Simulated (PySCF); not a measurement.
# [B2H5]− (SMILES B[BH3-]): B97-K/6-311++G(d,p) (density fitting with aug-cc-pvtz-jkfit, NVT Berendsen dynamics)

Wanted: molecular dynamics of [B2H5]−. The job is set up through a Python script.

The results are computed with PySCF 2.14.0.

9 further runs of the same task are left out: 4 that didn't finish, 5 set aside as unsound or not needed.

### 1 The system as given

The species is [B2H5]− (7 atoms), meant as a singlet with charge -1. SMILES: `B[BH3-]`. Geometry: relaxed at GFN2-xTB. The run starts from this shape.

Bond lengths: B1–B2 1.680 Å, B1–H3 1.204 Å, B1–H4 1.203 Å, B2–H5 1.241 Å, B2–H6 1.241 Å, B2–H7 1.240 Å. Angles: B1–B2–H5 110.6°, B1–B2–H6 110.4°, B1–B2–H7 115.9°, B2–B1–H3 126.5°, B2–B1–H4 123.5°, H5–B2–H6 105.3°, H5–B2–H7 107.0°, H6–B2–H7 107.0°, H3–B1–H4 110.0°.

### 2 Molecular dynamics at B97-K/6-311++G(d,p) (density fitting with aug-cc-pvtz-jkfit, NVT Berendsen dynamics)

run.py reads:

```python
import numpy
from pyscf import gto, dft
from pyscf import md

mol = gto.M(
    atom='''
B      0.210010    -0.813600     0.474350
B     -0.119910     0.613520    -0.349380
H      1.262150    -1.128320     0.968990
H     -0.606320    -1.678230     0.657480
H     -0.531530     0.371570    -1.495060
H     -1.042200     1.230100     0.207460
H      0.827810     1.404960    -0.463840
''',
    max_memory=1860,
    basis='6-311++g**',
    spin=0,
    verbose=0,
    charge=-1,
)

ks = dft.RKS(mol)
ks.xc = 'b97-k'
ks = ks.density_fit(auxbasis='aug-cc-pvtz-jkfit')
veloc = md.distributions.MaxwellBoltzmannVelocity(mol, T=200, rng=numpy.random.default_rng(314))
frames = []
dyn = md.integrators.NVTBerendson(ks.nuc_grad_method().as_scanner(), dt=10.3, steps=25, veloc=veloc, T=200, taut=500, incore_anyway=True, frames=frames)
dyn.run()
print('time (au)  E_pot  E_kin  E_tot')
for f in frames:
    print('%8.1f %15.8f %12.8f %15.8f' % (f.time, f.epot, f.ekin, f.etot))
```

Launch:

```
$ OMP_NUM_THREADS=1 python run.py
```

What it wrote:

```text
x                y                z
[... 404 lines left out ...]
   247.2    -52.67534113   0.00335474    -52.67198639
```

Run time: 95 s. Hardware: 1 thread of Arm Neoverse V1, shared host; peak memory 0.76 GiB.

The path in brief:

| step | potential energy change (eV) |
| --- | --- |
| 0 | 0.0000 |
| 1 | -0.0009 |
| 2 | -0.0011 |
| 3 | -0.0007 |
| 4 | 0.0005 |
| 5 | 0.0024 |
| 6 | 0.0051 |
| 7 | 0.0083 |
| 8 | 0.0121 |
| 9 | 0.0163 |
| 10 | 0.0208 |
| 11 | 0.0255 |
| 12 | 0.0302 |
| 13 | 0.0347 |
| 14 | 0.0389 |
| 15 | 0.0427 |
| 16 | 0.0460 |
| 17 | 0.0487 |
| 18 | 0.0507 |
| 19 | 0.0520 |
| 20 | 0.0526 |
| 21 | 0.0525 |
| 22 | 0.0518 |
| 23 | 0.0505 |
| 24 | 0.0488 |
